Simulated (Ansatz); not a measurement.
# AlO− (quintet): wave-function methods side by side, aug-cc-pVDZ

An exercise on one series of results from a longer session: the logs are not shown, and one member is left open.

Program: Ansatz 0.2.0, Gaussian basis. Level of theory: aug-cc-pVDZ, core rule «outside noble gas», up to 6 orbitals frozen. These are calculated values, not measurements.

To be run: UHF; CCSD(T) on ROHF; CCSD(T) on UHF; BCCD(T) on ROHF; CISD; CCSDT(Q) on ROHF; CCSDT(Q) on UHF.

28 further runs of the same task are left out: 7 for a known fault of the program, 8 that didn't finish, 13 set aside as unsound or not needed.

## What is computed

The geometry is a PBE0/def2-TZVPD stationary point (not a proven minimum) of the parent state, kept for this charge and spin.

2 atoms, charge -1, spin multiplicity 5.

Atoms are counted from 1 here; the program's logs count them from 0.

Bond lengths: Al1–O2 1.657 Å.

Set-up of the first run:

File in.yaml:

```yaml
crystal:
  periodic: [false, false, false]
  atoms:
    - {symbol: Al, position_ang: [0.000000, 0.000000, 0.000000]}
    - {symbol: O, position_ang: [0.000000, 0.000000, 1.656900]}
basis:
  gaussian: {orbitals: aug-cc-pVDZ}
total_charge: -1
magnetization: {spin_polarized: true, initial_magnetization: 4}
hamiltonian: {xc: hf}
output: {orbitals: {seedname: orbitals}}
```

Started as:

```sh
$ ansatz run in.yaml --threads 1 --pin off --events-out ev --progress --plain --max-ram 2393MiB
```

Among the steps run: UHF; CCSD(T) on ROHF; CCSD(T) on UHF; BCCD(T) on ROHF; CISD; CCSDT(Q) on ROHF; CCSDT(Q) on UHF.

One of the session's tables, all rows but one given; the rest of the session is left out.

```
   method  from UCCSDT(Q) (meV)
     ROHF               +5642.7
      UHF               +5515.8
     RMP2                +682.3
     UMP2                +684.1
     CISD                +439.6
    RCCSD                +175.0
    UCCSD                +172.1
 RCCSD(T)                 +32.8
 UCCSD(T)                 +32.2
  BCCD(T)                 +32.7
   RCCSDT                     ?
   UCCSDT                  +8.6
RCCSDT(Q)                  +2.8
UCCSDT(Q)                     0
```

**Question.** Estimate the row for RCCSDT.

The run gave: from UCCSDT(Q) (meV): +9.6. In the column «from UCCSDT(Q) (meV)» it lies between UCCSDT (+8.6) and UCCSD(T) (+32.2).

To keep in mind: Restricted and unrestricted rows rest on different reference determinants; where their highest levels disagree by more than a few hundredths of an eV, they describe different states and don't form one ladder.
